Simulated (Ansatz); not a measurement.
Isolated molecules relaxed with PBE0-D4/def2-TZVP in Ansatz; ΔE leaves out vibrations. CBS: MP2 limit from def2 TZ/QZ plus the TZ coupled-cluster correction, frozen cores. This one scheme is used for every species. DFT in def2-TZVPP. One conformer a species, not always the lowest.

`C=NC(F)OC` + H₂ → `COCF` + `C=N`  (hydrogenolysis of a C–N bond)

```csv
level,ΔE (kcal/mol)
r2SCAN,-9.8
HF/CBS(def2),-15.5
```

Problem. What does CCSD(T)/CBS give? (An estimate is asked.)

Solution. Computed: -11.2 kcal/mol. The listed levels differ from it by 1.4, -4.3 kcal/mol.

Largest T1 diagnostic among the species: 0.012.

The D4 term adds +2.4 kcal/mol with B3LYP and +1.3 kcal/mol with PBE0; it sums over pairs of atoms, weighted by their polarisabilities, and B3LYP, whose exchange is more repulsive, gets the larger term. In def2-TZVPP, CCSD(T) changes the Hartree–Fock value by +4.2 kcal/mol (the triples alone add +1.2 kcal/mol) and MP2 by +5.2 kcal/mol.

B3LYP here is the variant with VWN-RPA as its local correlation; programs differ in this.
